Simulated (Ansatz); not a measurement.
# Band gap of CdCl2 (R-3m, No. 166): levels of theory against measurement

Reference value: 5.7 eV (measured, temperature not stated, no zero-point or thermal correction, compiled measured gap; kind and temperature not stated; as tabulated in Kothakonda et al. (2022), arXiv:2208.02841).

```json
[
 {"level (code)": "LDA (Ansatz)", "value (eV)": "3.33", "cell (Å³/atom)": "23.23"},
 {"level (code)": "dielectric-dependent PBEsol hybrid (Ansatz)", "value (eV)": "6.20", "cell (Å³/atom)": "26.33"},
 {"level (code)": "HSE06 (Ansatz)", "value (eV)": "(withheld)", "cell (Å³/atom)": "26.33"},
 {"level (code)": "PBE0 (Ansatz)", "value (eV)": "5.86", "cell (Å³/atom)": "26.33"}
]
```

What belongs in the gaps?


- HSE06 (Ansatz, a first-principles code), value (eV): 5.14

Differences against the reference: LDA -2.37 eV, dielectric-dependent PBEsol hybrid +0.50 eV, HSE06 -0.56 eV, PBE0 +0.16 eV.

Once the reference is moved by up to 0.40 eV (a margin picked here for doubts on the reference and the settings, and for temperature and zero-point motion) and values within 0.03 eV count as equal, the nearest can be PBE0 (+0.16 eV), dielectric-dependent PBEsol hybrid (+0.50 eV) or HSE06 (-0.56 eV). Among them LDA (-2.37 eV) misses by most. Within 1 eV: dielectric-dependent PBEsol hybrid, HSE06, PBE0.

Density-functional gaps are differences of (generalised) Kohn–Sham levels of a static lattice; semilocal ones lie below quasiparticle gaps as a rule. Measured gaps hold zero-point and thermal shifts unless a correction is named. Levels without +SOC have no spin–orbit coupling; where heavier elements are present it shifts gaps, mostly down, and can invert bands.  LDA: LDA has no dispersion term either, though it tends to give short spacings of layers, chains or molecules. Dielectric-dependent PBEsol hybrid, HSE06, PBE0: for a layered or molecular solid the relaxed cell lies over 5 % above the published volume, where the minimum can be shallow. Dielectric-dependent PBEsol hybrid, HSE06, PBE0: the cell comes from a level without a dispersion term, which matters for the spacing of layers, chains or molecules. Values are at the PBEsol cell; LDA at the level's own equilibrium cell. Cutoffs and k meshes differ between the levels. Ansatz's density-functional and Hartree–Fock values are scalar-relativistic unless marked +SOC, with PAW data made under PBE.

Differences are worked out from the printed values.
